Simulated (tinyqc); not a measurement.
Inside a calculation. Method: CIS on RHF in the sto-6g basis, for LiH, spin multiplicity 1. One step of it, computed by the program tinyqc.

Question. CIS matrix, singlets. A(ia,jb) = (e_a - e_i) d_ij d_ab + 2 (ia|jb) - (ij|ab).

orbital energies (hartree): MO1 -2.384299, MO2 -0.298130, MO3 0.079829, MO4 0.162433, MO5 0.162433, MO6 0.585945

Two-electron integrals over orbitals (pq|rs), unique and non-zero (hartree):
```
(11|11) 1.663894    (21|11) -0.118850   (21|21) 0.015524    (22|11) 0.387287
(22|21) 0.007848    (22|22) 0.500761    (31|11) -0.140024   (31|21) 0.012112
(31|22) -0.017434   (31|31) 0.022613    (32|11) 0.012013    (32|21) -0.003812
(32|22) -0.044693   (32|31) -0.000111   (32|32) 0.010981    (33|11) 0.400163
(33|21) -0.012061   (33|22) 0.227491    (33|31) 0.001984    (33|32) 0.005361
(33|33) 0.340886    (41|41) 0.010060    (42|41) 0.007498    (42|42) 0.023922
(43|41) 0.010204    (43|42) 0.018933    (43|43) 0.041389    (44|11) 0.396934
(44|21) -0.004410   (44|22) 0.277651    (44|31) -0.004660   (44|32) 0.004241
(44|33) 0.282829    (44|44) 0.313125    (51|51) 0.010060    (52|51) 0.007498
(52|52) 0.023922    (53|51) 0.010204    (53|52) 0.018933    (53|53) 0.041389
(54|54) 0.016875    (55|11) 0.396934    (55|21) -0.004410   (55|22) 0.277651
(55|31) -0.004660   (55|32) 0.004241    (55|33) 0.282829    (55|44) 0.279374
(55|55) 0.313125    (61|11) 0.044046    (61|21) -0.008491   (61|22) -0.005428
(61|31) -0.001663   (61|32) 0.001094    (61|33) 0.009268    (61|44) -0.000026
(61|55) -0.000026   (61|61) 0.007260    (62|11) -0.023690   (62|21) 0.006312
(62|22) 0.136663    (62|31) -0.001130   (62|32) -0.031957   (62|33) -0.008794
(62|44) -0.008332   (62|55) -0.008332   (62|61) 0.000440    (62|62) 0.123849
(63|11) 0.013881    (63|21) -0.004157   (63|22) -0.049592   (63|31) 0.004704
(63|32) 0.007155    (63|33) 0.035555    (63|44) 0.000424    (63|55) 0.000424
(63|61) 0.003868    (63|62) -0.029394   (63|63) 0.025106    (64|41) -0.006040
(64|42) -0.019516   (64|43) -0.014229   (64|64) 0.019651    (65|51) -0.006040
(65|52) -0.019516   (65|53) -0.014229   (65|65) 0.019651    (66|11) 0.363594
(66|21) 0.004928    (66|22) 0.461295    (66|31) -0.011279   (66|32) -0.039952
(66|33) 0.241778    (66|44) 0.270405    (66|55) 0.270405    (66|61) -0.001733
(66|62) 0.144113    (66|63) -0.042094   (66|66) 0.458857
```

Give: CIS matrix A, singlet.

Answer.

CIS matrix A, singlet (hartree), lower triangle:
```
         1>3     1>4     1>5      1>6      2>3     2>4     2>5     2>6
1>3   2.1092
1>4   0.0000  2.1699
1>5   0.0000  0.0000  2.1699
1>6  -0.0172  0.0000  0.0000   2.6212
2>3   0.0118  0.0000  0.0000   0.0063   0.1724
2>4   0.0000  0.0194  0.0000   0.0000   0.0000  0.2308
2>5   0.0000  0.0000  0.0194   0.0000   0.0000  0.0000  0.2308
2>6   0.0019  0.0000  0.0000  -0.0040  -0.0143  0.0000  0.0000  0.6705
```
